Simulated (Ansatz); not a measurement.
Multireference treatment of H2O (charge +1), doublet

Program: Ansatz, Gaussian basis, development build. Basis cc-pVDZ, nonrelativistic, 1 orbital frozen in the corrections. State-specific CASSCF; RHF is the lowest restricted (open-shell) Hartree–Fock solution met. Solutions may break the symmetry of the shape. The lowest solution met needn't be the lowest there is, nor hold the orbitals that a chemist would pick.

Geometry:

```xyz
3

O     0.0000    0.0000   -0.1262
H     0.0000    0.8860    0.5048
H     0.0000   -0.8860    0.5048
```

Task: What do CASSCF and its corrections give against RHF in CAS(7,6), and what are the occupations?

Result: CASSCF -1.700 eV, SC-NEVPT2 -4.482 eV; occupations 2.00, 1.97, 1.97, 1.00, 0.03, 0.03.
